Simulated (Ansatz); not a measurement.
# Cl3Tb (TbCl3): the cost of one run

The runs use Ansatz 0.2.0, Gaussian basis; as each input shows.

Levels to be run: PBE-D4/def2-TZVP, r2SCAN-D4/def2-TZVP, r2SCAN0-D4/def2-TZVP, ωB97X-V/def2-TZVP, BHLYP-D4/def2-TZVP, B3LYP-D4/def2-TZVP, PBE-D4/def2-SVP, PBE0-D4/def2-SVP, CCSD(T)/def2-SVP, MP2/def2-TZVP, RPA/def2-TZVP.

2 further runs of the same task are left out: 2 that didn't finish.

### 1 The relaxed structure

The geometry is that of the septet, from an earlier relaxation (B3LYP-D4/def2-SVP).

4 atoms, charge 0, spin multiplicity 7.

Atoms are counted from 1 here; the program's logs count them from 0.

Bond lengths: Tb1–Cl2 2.460 Å, Tb1–Cl3 2.460 Å, Tb1–Cl4 2.460 Å. Angles: Cl2–Tb1–Cl3 119.3°, Cl2–Tb1–Cl4 119.6°, Cl3–Tb1–Cl4 119.4°.

Tb takes a core potential in the def2 sets. No spin-orbit coupling is included.

PBE0-D4/def2-TZVP was run before; its log isn't repeated, and its numbers join the tables.

### 2 PBE-D4/def2-TZVP

start.molden holds the orbitals of an earlier run on this state, given as this run's starting guess.

Contents of in.yaml:

```yaml
crystal:
  periodic: [false, false, false]
  atoms:
    - {symbol: Tb, position_ang: [0.001830, -0.001271, -0.144305]}
    - {symbol: Cl, position_ang: [2.451649, -0.020489, 0.075023]}
    - {symbol: Cl, position_ang: [-1.204925, 2.134066, 0.040760]}
    - {symbol: Cl, position_ang: [-1.248544, -2.112305, 0.028523]}
basis:
  gaussian: {orbitals: def2-TZVP, initial_orbitals: start.molden}
magnetization: {spin_polarized: true, initial_magnetization: 6}
hamiltonian: {xc: pbe, dispersion: d4}
scf: {omitted_lower_state_checks: [starts]}
output: {forces: true, orbitals: {seedname: orbitals}}
```

On the command line:

```console
ansatz run in.yaml --threads 4 --pin off --events-out ev --progress --plain --max-ram 8704MiB
```

Q: Estimate wall time and peak memory on 4 threads of Arm Neoverse V1, shared host.

About 1.9 min, with a peak of 0.71 GiB.
